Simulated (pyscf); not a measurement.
Optimised with ωB97X-D3(BJ)/def2-SVP in PySCF. Correlated levels are frozen-core, on RHF or UHF. ΔMP2 is the change of the MP2 total energy from the triple- to the quadruple-zeta basis.

Q: Estimate the classical barrier height and the reaction energy of `[FH]` + `[OH][B]([F])[F]` → `[F][B]([F])[F]` + `[OH2]` at CCSD(T)/def2-TZVPP + ΔMP2(QZVPP). The step runs on the singlet surface, breaks F–H, B–O and forms B–F, H–O; take the separated reactants as zero.

A: ΔE‡ = 15.6 kcal/mol, ΔE = -2.3 kcal/mol. Zero-point energy shifts the barrier by +0.3 kcal/mol. It is a four-centre exchange, with an imaginary mode of 1011i cm⁻¹. On the product side the descent ends in an adduct with a B–O contact, 10.3 kcal/mol under the separated species and 25.9 kcal/mol under the saddle at ωB97X-D3(BJ)/def2-TZVP. What is counted as broken (B–O) persists as a longer contact in the product adduct; parting that adduct is a step of its own. At ωB97X-D3(BJ) the barrier from the zero used here is 13.3 kcal/mol. This is the saddle that the search found; another between the same sides may lie lower. The CCSD(T) − MP2 part came from Ansatz, without density fitting, on the same reference.
